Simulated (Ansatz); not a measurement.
Cost and result for the atomization energy of C8H18, SMILES `CCCC(CC)CC` (26 atoms, 25 bonds).

```xyz
26

C    -1.634    2.478   -0.003
C    -0.903    1.772   -1.133
C    -0.873    0.255   -0.998
C    -0.215   -0.294    0.269
C    -0.302   -1.820    0.265
C     0.226   -2.491    1.522
C     1.209    0.227    0.476
C     2.203   -0.159   -0.608
H    -1.696    3.554   -0.183
H    -1.132    2.336    0.957
H    -2.655    2.099    0.101
H    -1.385    2.022   -2.084
H     0.118    2.162   -1.209
H    -1.902   -0.122   -1.035
H    -0.371   -0.171   -1.874
H    -0.802    0.053    1.129
H     0.225   -2.214   -0.611
H    -1.353   -2.097    0.125
H     0.038   -3.567    1.501
H    -0.258   -2.088    2.417
H     1.303   -2.351    1.640
H     1.176    1.318    0.561
H     1.577   -0.127    1.444
H     2.312   -1.244   -0.692
H     1.903    0.218   -1.588
H     3.192    0.251   -0.390
```

Charge 0, multiplicity 1. The geometry is a stationary point of PBE0-D4/def2-TZVP. It is one conformer, not always the lowest. Program: Ansatz. All runs use 6 threads of an AMD EPYC 7R13 on a shared host and a share of an NVIDIA H100 80 GB. Times are those of one run each, without the atoms' runs, and a repeat can differ threefold. Electronic energies, without spin–orbit coupling; frozen cores. CCSD(T)/CBS adds CCSD(T) − MP2 in def2-TZVPP to the MP2 limit, and its time is that of the two runs behind it. T1 = 0.009. B3LYP takes the VWN-RPA correlation (the form of Gaussian; ORCA's B3LYP/G).

CCSD(T)/CBS is a level of theory with its own doubt, some kJ/mol a heavy atom from the limit and from the frozen cores, so smaller differences don't rank the functionals.

```
                             level  functions  wall time  atomization (kJ/mol)  difference from CCSD(T)/CBS  per bond
   PBE-D4/def2-TZVPP (with forces)        500      2.9 s               10534.5                        165.4       6.6
                PBE0-D4/def2-TZVPP        500      4.4 s               10442.5                         73.4       2.9
 B3LYP-D4/def2-TZVPP (with forces)        500      4.9 s               10376.3                          7.2       0.3
r2SCAN-D4/def2-TZVPP (with forces)        500        7 s               10386.6                         17.5       0.7
                 B2PLYP/def2-TZVPP        500        7 s               10266.8                       -102.3      -4.1
                ωB97X-V/def2-TZVPP        500        9 s               10381.9                         12.8       0.5
  ωB97M-V/def2-TZVPP (with forces)        500       14 s               10395.4                         26.3       1.1
                    MP2/def2-QZVPP        996       23 s               10362.8                         -6.3      -0.3
                CCSD(T)/def2-TZVPP        500       61 s               10165.4                       -203.7      -8.1
                 CCSD(T)/CBS(def2)          –       84 s               10369.1                          0.0       0.0
```

The D4 term adds +91.9 kJ/mol with B3LYP and +50.2 kJ/mol with PBE0; it sums over pairs of atoms, weighted by their polarisabilities, and B3LYP, whose exchange is more repulsive, gets the larger term. From PBE to PBE0 (25 % exact exchange), in def2-TZVPP and without D4, the atomization energy moves by −83.3 kJ/mol: exact exchange takes away binding that semilocal exchange gives to molecules. In def2-TZVPP, CCSD(T) changes the Hartree–Fock value by +2268.4 kJ/mol (the triples alone add +114.2 kJ/mol) and MP2 by +2346.7 kJ/mol; breaking electron pairs costs correlation energy, which Hartree–Fock lacks.
